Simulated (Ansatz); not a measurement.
Two shapes of singlet CHO(+).

Shape 1:

```xyz
3

H     0.0000    0.0000   -1.4961
C     0.0000    0.0000   -0.4738
O     0.0000    0.0000    0.5423
```

Shape 2:

```xyz
3

H     0.0000    0.0000   -1.7563
C     0.0000    0.0000   -0.5561
O     0.0000    0.0000    0.6366
```

Basis set: def2-TZVP (spherical functions). Left uncorrelated: 2 orbitals. Charge 1, multiplicity 1.

Computed with Ansatz (development build ahead of 0.2.0); each method stands on the lowest determinant of its kind that the runs found.

Which shape is lower in energy, and by how much in each method?

```tsv
method	E(2) − E(1) (eV)
RHF	0.628
RHF-MP2	-0.490
```

The methods disagree on the order. Caution: no unrestricted run beside it, a lower state can exist.
